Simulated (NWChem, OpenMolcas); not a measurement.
# C2H2F4 (norflurane): a line through the functionals

The species is C2H2F4 (8 atoms), meant as a singlet with charge 0. SMILES: `FCC(F)(F)F`. The shape is that of a PBE0-D4/def2-TZVP optimisation.

The vertical energy of the triplet above the singlet y, in eV, basis cc-pVDZ; a is the functional's share of exact exchange. Programs: NWChem 7.3.0, OpenMolcas 26.06.

| functional | program | a | y (eV) |
| --- | --- | --- | --- |
| r2SCAN | OpenMolcas | 0 | 9.19 |
| revPBE | NWChem | 0 | 8.79 |
| B3LYP | NWChem | 0.2 | 9.44 |
| PBE0 | NWChem | 0.25 | ? |
| BHLYP | NWChem | 0.5 | 10.21 |

Problem. Fit y = c + s·a to the known rows and predict PBE0.

Solution. 
1. Means of the 4 rows: a = 0.1750, y = 9.407.
2. Σ(Δa)² = 0.1675, Σ(Δa·Δy) = 0.40775, so the slope is 0.40775/0.1675 = 2.4343.
3. Intercept: 9.407 − (2.4343) × 0.1750 = 8.981. The largest residual of the fit is 0.21.
4. PBE0: 8.981 + (2.4343) × 0.25 = 9.59 eV.

The run gave 9.51 eV, so the prediction is off by +0.08 eV, within the scatter of the fit. The rows mix families of semi-local functionals, which the line can't see.
